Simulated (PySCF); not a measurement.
## Energy of Cl (chlorine, neutral) between two integer charges

The 3p beta orbital of [Ne] 3s2 3p5 is emptied in steps (occupation f), with all orbitals relaxed, ending at [Ne] 3s2 3p4. Calculation: PySCF 2.14, in def2-TZVP (5s5p2d1f, 37 functions); the non-relativistic Hamiltonian (point nucleus). The exact energy is a straight line in f; departures are measured from the line between the end points of the same method.

Q: Among UHF, LDA, PBE, PBE0, r2SCAN, LC-wPBE, BHandHLYP, wB97X, HSE06, MN15, which shows the largest delocalisation error (convex curve), and which is closest to linear?

A: Most convex: LDA (-1.278 eV at f = 0.5); closest to linear: LC-wPBE (-0.127 eV).

```tsv
f	UHF (eV)	LDA (eV)	PBE (eV)	PBE0 (eV)	r2SCAN (eV)	LC-wPBE (eV)	BHandHLYP (eV)	wB97X (eV)	HSE06 (eV)	MN15 (eV)
1	0.000	0.000	0.000	0.000	0.000	0.000	0.000	0.000	0.000	0.000
0.75	0.230	-0.955	-0.924	-0.639	-0.857	-0.099	-0.373	-0.174	-0.715	-0.500
0.5	0.296	-1.278	-1.230	-0.849	-1.127	-0.127	-0.502	-0.232	-0.950	-0.656
0.25	0.214	-0.961	-0.918	-0.632	-0.825	-0.089	-0.381	-0.177	-0.709	-0.478
0	0.000	0.000	0.000	0.000	0.000	0.000	0.000	0.000	0.000	0.000
```

```
   method  E(f=0) − E(f=1) (eV)  −ε at f=1 (eV)  −ε at f=0.5 (eV)
      UHF                11.773          13.051            11.729
      LDA                13.195           8.126            13.179
      PBE                12.961           8.038            12.976
     PBE0                12.954           9.540            12.972
   r2SCAN                13.019           8.413            13.100
  LC-wPBE                13.054          12.513            13.078
BHandHLYP                12.875          10.902            12.855
    wB97X                12.995          12.070            12.991
    HSE06                12.952           9.130            12.969
     MN15                13.056          10.358            13.114
```

Reference removal energy between the ground levels: 12.968 eV (measured; NIST Atomic Spectra Database, ionization energies). The calculation has no spin-orbit coupling. UHF lacks correlation.
